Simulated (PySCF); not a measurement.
Core-level binding energies of `[H]/N=C\CCC`

Species: C₄H₉N.
Cartesian coordinates in Å at the GFN2-xTB level; atoms count from 1:
```xyz
14
C4H9N angstrom
C     -1.4588    0.6164    0.3873
C     -0.8942   -0.6300   -0.2840
C      0.5618   -0.4270   -0.7109
C      1.4587   -0.2163    0.4719
N      2.2965    0.6942    0.6666
H     -2.4910    0.4526    0.6879
H     -0.8763    0.8711    1.2704
H     -1.4308    1.4629   -0.2959
H     -1.4951   -0.8733   -1.1631
H     -0.9526   -1.4756    0.4053
H      0.6381    0.4232   -1.3948
H      0.9104   -1.3203   -1.2384
H      1.3679   -0.9600    1.2607
H      2.3647    1.3817   -0.0850
```

Computed, not measured: PySCF, delta-SCF UKS SCAN, pcX-2 on the ionised atom, pcseg-1 elsewhere, spin-free X2C. Binding energies are ΔSCF values: E(core-ionised, relaxed orbitals) − E(ground state) at a fixed geometry, referred to the vacuum level.

Give the core binding energies atom by atom.

```tsv
atom(s)	environment	level	binding energy (eV)	above the level's lowest (eV)	count
C1	methyl carbon	C 1s	290.64	0.00	1
C2	chain CH2 carbon	C 1s	290.83	+0.19	1
C3	chain CH2 carbon	C 1s	290.88	+0.24	1
C4	imine carbon	C 1s	291.90	+1.26	1
N5	imine nitrogen	N 1s	404.44	0.00	1
```

Lowest listed C 1s: C1, bonded to C and 3 H. Highest, 1.26 eV above it: C4, bonded to N (double bond), C and H. The widest gap between neighbouring values is 1.02 eV, between 290.88 and 291.90 eV. The values 290.83 and 290.88 eV lie too close for their order to be trusted.

What is the C 1s shift of C2 against C4?

290.83 − 291.90 = -1.07 eV, or -103 kJ/mol.

Which photon energy gives electrons from C 1s of C4 a kinetic energy of 100 eV, and what is their de Broglie wavelength?

hν = 291.90 + 100 = 391.90 eV, recoil neglected; λ = 12.264 Å/√(E/eV) = 1.23 Å.

The unrestricted hole states depart most from a pure doublet (⟨S²⟩ = 0.75; over 0.85 named) for C 1s of C4 (0.85), which makes this value less certain. The structure is a single GFN2-xTB conformer in the gas phase; no vibrational or solvent corrections.
